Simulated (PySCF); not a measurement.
PySCF input for H3P, SMILES P, PBE0-D3(BJ)/def2-TZVPD. Geometry optimised at PBE0-D3(BJ)/def2-TZVPD.

```python
import numpy as np
from pyscf import gto, scf, dft, df
from pyscf.hessian import thermo

mol = gto.M(
    atom='''
    P    -0.00000000    0.00000000    0.12902088
    H    -1.03075911   -0.59510905   -0.64510439
    H     0.00000004    1.19021808   -0.64510441
    H     1.03075911   -0.59510909   -0.64510435
    ''',
    basis='def2-TZVPD',
    charge=0,
    spin=0,
    max_memory=1600,
    verbose=3,
)
mf = dft.RKS(mol, xc='pbe0').density_fit(auxbasis='def2-universal-jkfit')
mf.disp = 'd3bj'
mf.grids.level = 3
mf.conv_tol = 1e-11
mf.max_cycle = 100
mf.kernel()

# [left out here: the lines that compute and print the analytic Hessian (its translational invariance restored by hand, since the grid's response is missing), thermochemistry and intensities]
```

Log of the run:

```
converged SCF energy = -343.017601633904

WARN: DFTD3 does not support analytical Hessian, using finite difference


WARN: Mole.unit (angstrom) is changed to Bohr

Mode                                 0                   1                   2
Irrep
Freq [cm^-1]                     1000.1929           1130.5988           1130.6066
Reduced mass [au]                   1.0749              1.0254              1.0254
Force const [Dyne/A]                0.6335              0.7723              0.7723
Char temp [K]                    1439.0549           1626.6799           1626.6911
Normal mode                   x     y     z       x     y     z       x     y     z
       0   P                 0.00  0.00  0.05    0.01  0.02 -0.00    0.02 -0.01 -0.00
       1   H                 0.26  0.15 -0.47    0.37 -0.29 -0.25   -0.16  0.55 -0.20
       2   H                -0.00 -0.30 -0.47   -0.26  0.20  0.29   -0.66 -0.08 -0.12
       3   H                -0.26  0.15 -0.47   -0.38 -0.59 -0.05    0.14 -0.20  0.31
Mode                                 3                   4                   5
Irrep
Freq [cm^-1]                     2409.6491           2421.5195           2421.5368
Reduced mass [au]                   1.0326              1.0409              1.0409
Force const [Dyne/A]                3.5326              3.5962              3.5963
Char temp [K]                    3466.9486           3484.0275           3484.0523
Normal mode                   x     y     z       x     y     z       x     y     z
       0   P                -0.00 -0.00  0.03    0.03  0.02  0.00   -0.02  0.03  0.00
       1   H                -0.42 -0.24 -0.29   -0.58 -0.33 -0.43    0.08  0.05  0.06
       2   H                -0.00  0.49 -0.29    0.01 -0.41  0.26   -0.00 -0.53  0.34
       3   H                 0.42 -0.24 -0.29   -0.22  0.13  0.16    0.54 -0.31 -0.40
temperature 298.1500 [K]
pressure 101325.00 [Pa]
Rotational constants [GHz] 133.24233 133.24233 117.97292
Symmetry number 3
Zero-point energy (ZPE) 0.02395 [Eh]   62888.306 [J/mol]
                           tot       elec      trans        rot        vib
Entropy [J/mol/K]       210.099      0.000    152.725     56.520      0.854
Cv [J/mol/K]             28.682      0.000     12.472     12.472      3.739
Cp [J/mol/K]             36.997      0.000     20.786     12.472      3.739
Internal energy [J/mol]                      3718.434   3718.434  63101.731
Internal energy [Eh]   -342.99073  -343.01760
Enthalpy [J/mol]                             6197.391   3718.434  63101.731
Enthalpy [Eh]          -342.98979
Gibbs free energy [J/mol]                  -39337.471 -13133.059  62847.076
Gibbs free energy [Eh] -343.01365
mode   freq/cm-1   IR/(km/mol)
   1     1000.19        17.361
   2     1130.60        10.965
   3     1130.61        10.969
   4     2409.65        28.650
   5     2421.52        50.195
   6     2421.54        50.188
max |gradient| / (hartree/bohr): 4.8939230057102004e-05
APT charges: [ 0.2668 -0.0889 -0.0889 -0.0889]
```

Self-consistency was reached.

Cost: around 21 core-seconds (rough).
